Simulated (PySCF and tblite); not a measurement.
Results of a calculation; reference values are marked as such.
Molecule: C3H7N3, numbered as in [NH2:1][CH2:2][C@H:3]1[CH:4]=[N:5][NH:6]1. The mean out-of-plane torsion at N6 (0° is planar) is held and the rest relaxed at GFN2-xTB.

```bash
OMP_NUM_THREADS=1 python ens_run.py task.json out
```

```json
{"job": {"smiles": "NCC1C=NN1", "charge": 0, "mult": 1, "motion": "pyramidal angle", "atoms": [5], "drives": [{"terms": [["t", [12, 4, 2, 5], 0.3333333333333333], ["t", [4, 2, 12, 5], 0.3333333333333333], ["t", [2, 12, 4, 5], 0.3333333333333333]], "values": [-1.3, -1, -0.7, -0.35, 0, 0.35, 0.7, 1, 1.3], "scaled": true}], "study": "scan", "seed": 659, "jobs": [{"kind": "nmr", "xc": "PBE0", "basis": "pcSseg-1", "solvent": "cyclohexane", "every": 1}, {"kind": "j", "xc": "B3LYP", "basis": {"default": "6-31G*", "H": "pcJ-1", "N": "pcJ-1"}, "nuclei": ["H", "N"], "every": 2}], "xc": "PBE0", "basis": "pcSseg-1", "kind": "scan"}, "charge": 0, "multiplicity": 1}
```

```
coordinate    xTB      DFT (kcal/mol)
    45.00    1.893    0.231
    36.80    0.000    0.000
    26.80    1.003    2.726
    13.60    3.071    6.055
     0.00    4.007    7.514
   -13.60    3.216    6.585
   -26.80    1.161    3.609
   -36.90    0.048    1.066
   -45.10    1.768    1.242
```

(1) How long did the task, with 14 DFT runs on 13 atoms, take on 1 thread of Arm Neoverse V1, on a host shared with other jobs (rough)?

## Answers

(1) About 3.9 min; peak memory 0.82 GiB. Times from shared hosts are rough.
